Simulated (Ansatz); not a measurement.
System: solid iodine. Method: HSE06 in Ansatz (plane waves, PAW).

Settings: plane-wave cutoff 460 eV, 6×6×4 k mesh (along the axes of the cell as run), Fermi–Dirac smearing 0.01 eV, scalar-relativistic PAW data made under PBE.

Cell (relaxed at this level):

```cif
data_I4
_chemical_formula_sum 'I4'
_space_group_name_H-M_alt 'P 1'
_space_group_IT_number 1
_cell_length_a 4.84127
_cell_length_b 4.84127
_cell_length_c 9.87548
_cell_angle_alpha 90.000
_cell_angle_beta 90.000
_cell_angle_gamma 121.494
loop_
_space_group_symop_operation_xyz
  'x, y, z'
loop_
_atom_site_label
_atom_site_type_symbol
_atom_site_fract_x
_atom_site_fract_y
_atom_site_fract_z
_atom_site_occupancy
I1 I 0.85344 0.85344 0.88169 1
I2 I 0.64656 0.64656 0.38169 1
I3 I 0.35344 0.35344 0.61831 1
I4 I 0.14656 0.14656 0.11831 1
```

Task: Estimate the band gap and smallest direct gap on the k points sampled that the calculation returns.

Result: 
- band gap: 2.09 eV
- smallest direct gap on the k points sampled: 2.14 eV

Note: the cell comes from a level without a dispersion term, which matters for the spacing of layers, chains or molecules.

Spin–orbit coupling is not included; with these elements it can move the gap by several tenths of an eV or more.

The computed numbers hold no vibrational or temperature effects.

The result took roughly 4 core-hours.

Ansatz is a quantum-chemistry and plane-wave program.
